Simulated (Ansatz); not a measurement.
For bcc W, PBEsol+SOC (Ansatz, a quantum-chemistry and plane-wave program, plane waves, PAW) gives:

| Item | Result |
|---|---|
| lattice parameter a | 3.155 Å |
| bulk modulus B0 | 320 GPa |

Problem. What does r²SCAN-D4 (Ansatz, PAW) give for the same quantities?

Solution. 
- lattice constant a: 3.163 Å (increases by 0.3 %)
- bulk modulus: 324 GPa (increases by 1.2 %)

For comparison: lattice constant a 3.16 Å (measured, static lattice: zero-point anharmonic expansion removed; as tabulated in Mejia-Rodriguez and Trickey (2018), arXiv:1807.09216); bulk modulus 312 GPa (measured, zero-point energy and finite temperature contributions removed, our sources range from 300 to 328; as tabulated in doi:10.1021/acs.jctc.3c00612).

Changes are worked out from the printed values.

Unless a cell is named, each level is at its own relaxed cell (PBEsol+SOC 15.71, r²SCAN-D4 15.82 Å³/atom).

Levels without +SOC leave out spin–orbit coupling, which shifts energies and cells of such heavy elements.

Ansatz's density-functional and Hartree–Fock values are scalar-relativistic unless marked +SOC, with PAW data made under PBE.
